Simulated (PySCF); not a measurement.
# `S=[PH]1C=CC=C1`: 4 charge schemes on one density

Compound: C4H5PS.
Numbering: `[S:1]=[PH:2]1[CH:3]=[CH:4][CH:5]=[CH:6]1` (hydrogens: H7 on P2; H8 on C3; H9 on C4; H10 on C5; H11 on C6)

Cartesian coordinates in Å at the GFN2-xTB level; atoms count from 1:
```xyz
11
C4H5PS angstrom
S      2.5367   -0.0313    1.5805
P      1.2967   -0.2617    0.1162
C      0.3414    1.1637   -0.4616
C     -0.9667    0.8926   -0.3515
C     -1.2800   -0.4436    0.1239
C     -0.2171   -1.2168    0.3872
H      1.8177   -0.8062   -1.0655
H      0.7748    2.0970   -0.7765
H     -1.7543    1.5908   -0.5886
H     -2.3049   -0.7575    0.2453
H     -0.2389   -2.2244    0.7644
```

Density: PBE0/pcSseg-1 (PySCF); schemes: Mulliken, IAO, Hirshfeld and ESP-fitted. Geometry: GFN2-xTB; no solvent, vibrations or thermal averaging.

What partial charge does each atom carry?

In e; atoms taken as equivalent share a row and are averaged (×n: the atom named and its like, n in all):

| atom | environment | Mulliken | IAO | Hirshfeld | ESP-fitted |
| --- | --- | --- | --- | --- | --- |
| S1 | sulfur bonded to P | -0.359 | -0.561 | -0.318 | -0.344 |
| P2 | phosphorus bonded to 2 C, S and H | +0.549 | +0.961 | +0.305 | +0.261 |
| C3/C6 | alkene CH carbon | -0.341 | -0.396 | -0.092 | -0.283 |
| C4/C5 | alkene CH carbon | -0.054 | -0.129 | -0.029 | -0.047 |
| H7 | P–H hydrogen | +0.098 | -0.040 | +0.007 | +0.093 |
| H8/H11 | vinylic hydrogen | +0.139 | +0.179 | +0.062 | +0.190 |
| H9/H10 | vinylic hydrogen | +0.113 | +0.166 | +0.063 | +0.134 |

Mean size of the charges over all atoms: IAO 0.300 e, Mulliken 0.209 e, ESP-fitted 0.182 e, Hirshfeld 0.102 e. Each set sums to the total charge, 0, to within 0.001 e. The ESP scheme fits charges at the nuclei, held to the total charge, to the electrostatic potential on points at 1.4 to 2.0 times the van der Waals radii.

Lowest charge. All schemes agree: Mulliken S1 (-0.359); IAO S1 (-0.561); Hirshfeld S1 (-0.318); ESP-fitted S1 (-0.344).

Highest charge. All schemes agree: Mulliken P2 (+0.549); IAO P2 (+0.961); Hirshfeld P2 (+0.305); ESP-fitted P2 (+0.261).

How many electrons does the IAO scheme count on C6?

Its own charge is -0.396 e, so Z − q = 6.396.

How closely do the schemes follow one another over all atoms?

Correlation coefficient and root-mean-square difference: Mulliken with IAO 0.97, 0.153 e; IAO with Hirshfeld 0.95, 0.260 e; Mulliken with ESP-fitted 0.94, 0.094 e; Mulliken with Hirshfeld 0.92, 0.139 e; IAO with ESP-fitted 0.88, 0.233 e; Hirshfeld with ESP-fitted 0.87, 0.107 e.

These values come from a run that also computed NMR shieldings. Hardware: Arm Neoverse V2, one thread, shared host with 96 logical CPUs at a one-minute load of 53. Cost: 13 s of wall time, 0.70 GiB resident at most.
